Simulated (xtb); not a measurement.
xtb input:

```bash
xtb mol.xyz --gfn 1 --sp --chrg 0 --uhf 0
```
mol.xyz:
```
5

C     -0.00000000     0.00000000    -0.00000000
Cl     1.03270813     1.04102812     1.00808710
Cl    -1.00558480    -1.02967179     1.04644180
Cl    -1.04891159     1.01361708    -1.01923016
Cl     1.02178826    -1.02497341    -1.03529874
```

Task: What final total energy does it print?

Result: -19.10225 Eh (GFN1-xTB).
